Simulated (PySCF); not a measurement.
# Working out the electron affinity of F

F⁻ [Ne] (1S) → F [He] 2s2 2p5 (2P). Computed with PySCF 2.14 in aug-cc-pwCVDZ, with the non-relativistic Hamiltonian (point nucleus). Frozen: nothing. Energies in hartree (1 hartree = 27.21139 eV):

| part | F⁻ (lower) | F (upper) |
| --- | --- | --- |
| UHF | -99.428367 | -99.381135 |
| CCSD correlation | -0.273099 | -0.205432 |
| (T) | -0.006682 | -0.002705 |

Task: What does Hartree-Fock give?

Result: (-99.381135) − (-99.428367) = 0.047232 hartree = 1.285 eV.

Task: What do CCSD and CCSD(T) give?

Result: The CCSD correlation energies differ by 0.067667 hartree = 1.841 eV and the triples by 0.003977 hartree = 0.108 eV, so CCSD gives 3.126 eV and CCSD(T) 3.234 eV.

A first-order spin-orbit estimate adds -0.016 eV to CCSD(T) (valence and next inner shell), giving 3.218 eV against 3.401 eV (measured; photodetachment measurements, as compiled on the Wikipedia data page of electron affinities).

A double-zeta basis recovers only part of the correlation energy.

What remains against the reference includes basis incompleteness and higher excitations.
